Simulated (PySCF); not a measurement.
Compound: CHCl₃.
Z-matrix (Å and degrees, PBE0-D3(BJ)/def2-TZVP geometry), rows numbered from 1:
```
Cl
C   1  1.7582
Cl  2  1.7593  1  111.18
Cl  2  1.7597  1  111.19  3   124.37
H   2  1.0846  1  107.76  3  -117.84
```

Computed with PySCF at wB97X-D/pcSseg-2, non-relativistic, on one gas-phase PBE0-D3(BJ)/def2-TZVP geometry that isn't relaxed in the solvent. The solvent is an IEF-PCM continuum (Bondi radii, 1.10 Å for H, scaled by 1.2). The model holds no explicit solvent molecules, cavitation or dispersion.

Gas phase at wB97X-D/pcSseg-2: HOMO -10.83 eV, LUMO 0.98 eV, dipole 1.19 D.

**Question.** What does the continuum do to the energy, the frontier levels and the dipole at wB97X-D/pcSseg-2 in chloroform?

**Answer.** 
```tsv
solvent	ε	E(solvent) − E(gas) (kcal/mol)	polarisation term (kcal/mol)	distortion of the solute (kcal/mol)	HOMO (eV)	LUMO (eV)	dipole (D)
chloroform	4.711	-1.84	-2.04	0.20	-10.77	1.10	1.48
```

Polarisation term: ½ Σ q·V over the induced surface charges. Distortion: the rise of the solute's own energy as its density leaves the gas-phase optimum.

**Question.** Which radius a makes the point-dipole formula ΔE = −[(ε − 1)/(2ε + 1)]·μ²/a³ give the value in chloroform, with the gas-phase dipole?

**Answer.** μ = 0.467 au and |ΔE| = 0.00294 Eh give a = 1.58 Å; the farthest nucleus lies 1.73 Å from the centroid of the nuclei, so such a sphere wouldn't even hold the nuclei. The formula assumes a rigid point dipole at the centre of a sphere.

Hardware: an Intel Xeon at 2.50 GHz with 2 threads, no GPU, shared host. Cost: 39 s wall, 66 s CPU, 1.1 GiB resident at most. This is the whole shielding run at wB97X-D/pcSseg-2 in chloroform, SCF included.

The pairwise dispersion term of wB97X-D wasn't added to the energies; at a given geometry it leaves orbitals and properties as they are.
